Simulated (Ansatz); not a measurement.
A nudged elastic band was laid between two geometries of AlBH₅Si (8 atoms, charge 0, multiplicity 2).

Method: UKS BHLYP/6-31G (Ansatz).

| Quantity | Value |
| --- | --- |
| movable images | 9 |
| climbing image | yes |
| spring | 5.0 eV/Å² |
| optimiser | quadratic models (default) |
| start path | IDPP |
| force threshold | 0.05 eV/Å |
| iteration limit | 54 |
| end points | relaxed |

Initial state:

```xyz
8
Properties=species:S:1:pos:R:3
B -1.017 1.294 -1.084
Si 0.287 0.628 0.249
Al 0.732 -1.688 0.823
H -1.678 0.529 -1.701
H -1.146 2.457 -1.277
H 1.082 1.667 0.979
H -0.094 -2.840 0.094
H 1.835 -2.047 1.916
```

Final state:

```xyz
8
Properties=species:S:1:pos:R:3
B -1.025 1.294 -1.076
Si 0.292 0.628 0.244
Al 0.735 -1.687 0.819
H -1.155 2.456 -1.269
H -1.695 0.528 -1.684
H 1.098 1.668 0.963
H -0.085 -2.840 0.086
H 1.834 -2.047 1.918
```

Q: Which bonds break or form, and what moves?

A: No bond is made or broken. The dihedral H5–B1–Si2–Al3 goes from 180 to 0°. The two ends are copies of one structure, up to a mirror image or an exchange of like atoms.

Q: Give the energies along the band, and the barrier.

A: The forces met the threshold. The highest image is number 5 of 0 to 10, 0.295 eV above the ends, which have the same energy within 2 meV. A vibrational analysis at the climbing image gives one clearly imaginary mode, 380i cm⁻¹: a first-order saddle point. Limits of this set-up: no polarisation functions.

```csv
image,path coordinate (Å),energy (eV),dihedral H5–B1–Si2–Al3 (°)
0,0.00,0.000,180
1,0.43,0.017,160
2,0.85,0.069,139
3,1.28,0.153,120
4,1.71,0.249,102
5,2.14,0.295,85
6,2.56,0.246,72
7,2.98,0.147,56
8,3.40,0.064,37
9,3.83,0.015,18
10,4.25,0.000,0
```

Q: What is the geometry of the highest image?

A: 
```xyz
8
Properties=species:S:1:pos:R:3
B -0.713 1.150 -1.432
Si 0.534 0.466 -0.005
Al 0.296 -1.495 1.350
H -0.557 0.874 -2.576
H -1.644 1.832 -1.153
H 1.644 1.434 0.270
H -0.927 -2.473 1.055
H 1.367 -1.788 2.491
```

Q: What are the harmonic wavenumbers there?

A: 380i, 96, 118, 247, 398, 420, 532, 620, 668, 675, 736, 966, 1231, 1924, 1945, 2202, 2669, 2758 cm⁻¹.

The band took 5 iterations and of the order of 5 core-minutes.

Time of the run: 4.5 min on 1 thread of AMD EPYC (Zen 3) (shared host), peak memory 0.15 GiB.
